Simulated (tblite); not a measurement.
Species: C3H7OP.
InChI=1S/C3H7OP/c1-3-2-5(3)4/h3,5H,2H2,1H3/t3-/m1/s1

Computed values, GFN2-xTB/tblite, gas phase, harmonic and unscaled. This tight-binding method is rough: wavenumbers can miss measured ones by several per cent, in bad cases by 10 to 20. Modes of hydrogen on phosphorus can be 10 to 20 % off.

Harmonic wavenumbers (cm⁻¹): 159.5, 185.5, 262.2, 351.8, 389.0, 571.3, 675.3, 704.6, 767.1, 865.7, 907.8, 940.6, 991.5, 1015.2, 1099.5, 1120.2, 1158.4, 1272.8, 1301.2, 1384.8, 1410.5, 1482.6, 1487.5, 2364.4, 3003.3, 3016.6, 3028.5, 3039.7, 3049.0, 3087.7.

A = 6742, B = 3467, C = 2765 MHz; mass 90.023 u (most abundant isotopes); point group C1, symmetry number 1.

Task: What is the zero-point energy?

Result: ½Σν̃ = 20547 cm⁻¹ = 58.75 kcal/mol.

Task: What is S at 273.15 K and 1 bar for an ideal gas of classical rigid rotors and harmonic oscillators?

Result: Translation 39.00, rotation 25.75, vibration 9.59: S = 74.3 cal/(mol K).

Task: And Cp and H(273.15 K) − H(0)?

Result: Cp = 22.07 cal/(mol K), of which vibrations give 14.12 (their classical limit is 30 R = 59.6); H(273.15 K) − H(0) = 3.81 kcal/mol without the zero-point energy, 1.64 from vibrations.

Task: What must be added to the electronic energy to get the Gibbs energy at 273.15 K and 1 bar?

Result: ZPE + [H(273.15 K) − H(0)] − T·S = 58.75 + 3.81 − 20.31 = 42.25 kcal/mol.

Task: How do the functions run with temperature in this model?

Result: 
| T (K) | S (cal/(mol K)) | Cp (cal/(mol K)) | H − H(0) (kcal/mol) | G − H(0) (kcal/mol) | ln q(vib) |
| --- | --- | --- | --- | --- | --- |
| 50 | 51.4 | 8.7 | 0.41 | -2.17 | 0.02 |
| 100 | 58.4 | 11.7 | 0.91 | -4.92 | 0.21 |
| 298.15 | 76.3 | 23.7 | 4.38 | -18.38 | 2.09 |
| 373.15 | 82.2 | 28.4 | 6.34 | -24.32 | 2.97 |
| 500 | 91.5 | 35.3 | 10.40 | -35.35 | 4.57 |
| 750 | 107.7 | 44.7 | 20.49 | -60.31 | 7.84 |
| 1000 | 121.5 | 50.8 | 32.49 | -89.01 | 11.02 |

q(vib) and H(0) count from the zero-point level.

Hindered rotation and anharmonicity are outside this model. The structure is chiral; the term R ln 2 for an equal mix with its mirror image is left out.

Time: 0.34 s of wall time. Hardware: an Intel Xeon Platinum 8259CL at 2.50 GHz with one thread, shared host. The figure is for the frequency step alone.
